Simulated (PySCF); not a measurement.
**S2⁺: spin, charge, geometry and surroundings**

One physical setting of the base script is moved in each run, with the edits that it forces.

Computed with PySCF 2.14.0. Level: method and basis as typed in the scripts.

1 further run of the same task is left out (it didn't finish).

## Step 1: Starting geometry

S2⁺: 2 atoms, charge 1, spin multiplicity 2.

Bond lengths: S1–S2 1.863 Å.

## Step 2: The base run

input.py reads:

```python
from pyscf import gto, scf, mcscf

mol = gto.M(
    atom='S 0 0 0; S 0 0 1.863',
    basis='pcseg-1',
    charge=1,
    spin=1,
    verbose=4,
)
mf = scf.ROHF(mol)
mf.kernel()
mc = mcscf.CASCI(mf, 6, 5)
mc.kernel()
mc.analyze()
mf.dip_moment()
print('orbital energies (hartree):', mf.mo_energy[..., max(0, mol.nelec[1]-3):mol.nelec[0]+3].round(4))
```

Launch:

```sh
> python input.py
```

The log of this run is left out.

In short: E(SCF) = -794.635313 Eh, 8 cycles, E(CAS) − E(SCF) = -0.04567 Eh.

The bond length is a typed value, not an optimised one. The dipole of an ion depends on the origin.

## Step 3: Bond 1.733 Å

Variant 1 changes bond length: 1.863 Å → 1.733 Å.

input.py reads:

```python
from pyscf import gto, scf, mcscf

mol = gto.M(
    atom='S 0 0 0; S 0 0 1.733',
    basis='pcseg-1',
    charge=1,
    spin=1,
    verbose=4,
)
mf = scf.ROHF(mol)
mf.kernel()
mc = mcscf.CASCI(mf, 6, 5)
mc.kernel()
mc.analyze()
mf.dip_moment()
print('orbital energies (hartree):', mf.mo_energy[..., max(0, mol.nelec[1]-3):mol.nelec[0]+3].round(4))
```

Launch:

```sh
> python input.py
```

## Step 4: Bond 1.993 Å

Variant 2 changes bond length: 1.863 Å → 1.993 Å.

Changes to input.py since step 2:

```diff
@@ -3,3 +3,3 @@
 mol = gto.M(
-    atom='S 0 0 0; S 0 0 1.863',
+    atom='S 0 0 0; S 0 0 1.993',
     basis='pcseg-1',
```

## Step 5: Bond 1.49 Å

Variant 3 changes bond length: 1.863 Å → 1.49 Å.

Changes to input.py since step 2:

```diff
@@ -3,3 +3,3 @@
 mol = gto.M(
-    atom='S 0 0 0; S 0 0 1.863',
+    atom='S 0 0 0; S 0 0 1.49',
     basis='pcseg-1',
```

## Step 6: Charge +3

Variant 4 changes charge: 1 → 3.

Changes to input.py since step 2:

```diff
@@ -5,3 +5,3 @@
     basis='pcseg-1',
-    charge=1,
+    charge=3,
     spin=1,
```

## Step 7: Electric field 0.01 a.u.

Variant 5 changes electric field: none → 0.01 a.u.

Changes to input.py since step 2:

```diff
@@ -10,2 +10,7 @@
 mf = scf.ROHF(mol)
+field = 0.01  # electric field along z, atomic units
+h = mf.get_hcore() + field*mol.intor('int1e_r')[2]
+mf.get_hcore = lambda *args: h
+e_nuc = mol.energy_nuc() - field*mol.atom_charges() @ mol.atom_coords()[:, 2]
+mf.energy_nuc = lambda *args: e_nuc
 mf.kernel()
```

What does the calculation give? Wanted: for each run, E(SCF); from base; after the SCF.

The runs gave:

```csv
run,E(SCF) (hartree),from base (eV),cycles,after the SCF
base,-794.635313,0,8,CASCI correlation -1.243 eV
bond 1.733 Å,-794.636706,-0.0379,8,CASCI correlation -0.946 eV
bond 1.993 Å,-794.609693,+0.6972,7,CASCI correlation -1.562 eV
bond 1.49 Å,-794.486919,+4.0380,8,CASCI correlation -0.348 eV
charge +3,-792.986270,+44.8727,8,CASCI correlation -2.042 eV
electric field 0.01 a.u.,-794.655620,not comparable,14,CASCI correlation -1.228 eV
```

**Reading.** The largest comparable shift of the SCF energy, +4.038 eV, comes with the run “bond 1.49 Å”.
